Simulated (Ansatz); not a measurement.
Program: Ansatz. Geometries: PBE0-D4/def2-TZVP. ΔE: electronic, gas phase. CBS: MP2 limit from def2 TZ/QZ plus the TZ coupled-cluster correction, frozen cores. This one scheme is used for every species, atoms too. Open shells (•) are unrestricted, without spin–orbit coupling. Spin–orbit coupling would lower the free atoms: a little for C, F.

Reaction (atomization): `F/C=C\F` → 2 C• + 2 F• + 2 H•

| species | CCSD(T)/CBS(def2) energy (Eh) |
| --- | --- |
| `F/C=C\F` | -276.83792 |
| C• | -37.79194 |
| F• | -99.66871 |
| H• | -0.50000 |

(1) Work out ΔE.

Largest T1 diagnostic among the species: 0.013.

Answers

(1) ΔE = 2 × (-37.79194) + 2 × (-99.66871) + 2 × (-0.50000) − (-276.83792) = 0.91662 Eh = +2406.6 kJ/mol.

At CCSD(T), def2-SVP lies −116.7 kJ/mol from the extrapolated value and def2-TZVPP −66.0 kJ/mol: correlation converges slowly with the basis, and small sets miss more of it in the bonded molecule than in its fragments. In def2-TZVPP, CCSD(T) changes the Hartree–Fock value by +659.2 kJ/mol (the triples alone add +48.7 kJ/mol) and MP2 by +739.2 kJ/mol; breaking electron pairs costs correlation energy, which Hartree–Fock lacks. From r2SCAN to r2SCAN0 (25 % exact exchange), in def2-TZVPP and without D4, ΔE moves by −70.5 kJ/mol: exact exchange takes away binding that semilocal exchange gives to molecules.

For atomizations the MP2-based limit and the directly extrapolated one differ by several kJ/mol either way, and by 10 to 25 for some Ge, Se and Sn compounds, so smaller differences from it don't rank the levels.
